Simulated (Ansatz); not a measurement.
We consider zinc-blende BeTe, described by PBEsol+SOC (Ansatz, an electronic-structure program, plane waves, PAW).

Numerical settings: plane-wave cutoff 520 eV, 10×10×10 k mesh, Fermi–Dirac smearing 0.01 eV, PAW data made under PBE.

Response to compression and expansion:

| V (Å³/atom) | P (GPa) | direct gap at Γ (eV) | smallest gap on the k mesh (eV) |
|---|---|---|---|
| 20.690 | 4.21 | 3.208 | 1.375 |
| 21.130 | 2.67 | 3.231 | 1.432 |
| 21.570 | 1.27 | 3.253 | 1.487 |
| 22.010 | 0.01 | 3.273 | 1.539 |
| 22.451 | -1.14 | 3.291 | 1.589 |
| 22.891 | -2.17 | 3.263 | 1.636 |
| 23.331 | -3.11 | 3.132 | 1.681 |

The fundamental gap (1.54 eV at the equilibrium volume, with added k points) lies elsewhere than Γ–Γ.

Measured, for comparison: band gap 2.8 eV (temperature not stated, no zero-point or thermal correction, sources range from 2.70 to 2.80; as tabulated in Das et al. (2018), arXiv:1807.05623).
